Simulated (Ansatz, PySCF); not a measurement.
System: C$_{2}$H$_{3}$, charge 0, doublet. C2H3 (SMILES [CH]=C, doublet).
B3LYP-D3(BJ)/def2-TZVP minimum from Ansatz (a program for electronic structure):
```xyz
5

C      0.0510    -0.5838    -0.0118
C      0.0446     0.7173     0.0179
H     -0.8735    -1.1638    -0.0541
H      0.9720    -1.1602     0.0038
H     -0.6722     1.5232     0.0139
```
Charge 0, spin multiplicity 2.

Total energies in hartree (Ansatz). Radicals and triplets start from unrestricted determinants; spin-orbit coupling is neglected. Cores are frozen in correlated methods. No relativity. Where a partner has so few electrons that a lower coupled-cluster level is exact, that level stands in. The UHF reference of C2H3 ([CH]=C, doublet) is spin-contaminated (<S^2> up to 0.19 over the pure value in the sets run).

| species | HF/cc-pVTZ | CCSD(T)/cc-pVTZ | HF/cc-pVQZ | CCSD(T)/cc-pVQZ | CCSDT(Q)/cc-pVTZ |
|---|---|---|---|---|---|
| 1: C2H3 (SMILES [CH]=C, doublet) | -77.41972 | -77.75200 | -77.42479 | -77.77372 | -77.75387 |
| 2: C (triplet) | -37.69157 | -37.78076 | -37.69331 | -37.78654 | -37.78126 |
| 3: H (doublet) | -0.49981 | -0.49981 | -0.49995 | -0.49995 | -0.49981 |

Work out the enthalpy of formation at 298 K (by atomisation, with ideal-gas terms from PySCF's Hessian at B3LYP-D3(BJ)/def2-TZVP and the atoms' measured values of the G2/97 table; no spin-orbit terms) in kcal/mol: take Hartree-Fock from cc-pVQZ, extrapolate the CCSD(T) correlation energy as X^-3 (X = 3, 4), and add CCSDT(Q) - CCSD(T) in cc-pVTZ. The further terms named in the bracket sum to +0.82344 hartree. 1 hartree = 627.51 kcal/mol.


Species 1: correlation (64·(-0.34893) - 27·(-0.33228))/37 = -0.36108; step -0.00187; E1 = -77.42479 + (-0.36108) + (-0.00187) = -77.78774
Species 2: correlation (64·(-0.09323) - 27·(-0.08919))/37 = -0.09618; step -0.00050; E2 = -37.69331 + (-0.09618) + (-0.00050) = -37.78999
Species 3: correlation (64·(0.00000) - 27·(0.00000))/37 = 0.00000; step +0.00000; E3 = -0.49995 + (0.00000) + (+0.00000) = -0.49995
+1·E1 -2·E2 -3·E3 +0.82344 = 0.11553 hartree = 72.5 kcal/mol. Measured: 71.6 kcal/mol, 299.6 kJ/mol (G2/97 table in ASE (Curtiss et al.)); atomic spin-orbit terms, which the calculations lack, would raise the computed values. The composite differs from it by +0.9 kcal/mol; core, relativistic and spin-orbit terms are not in it.
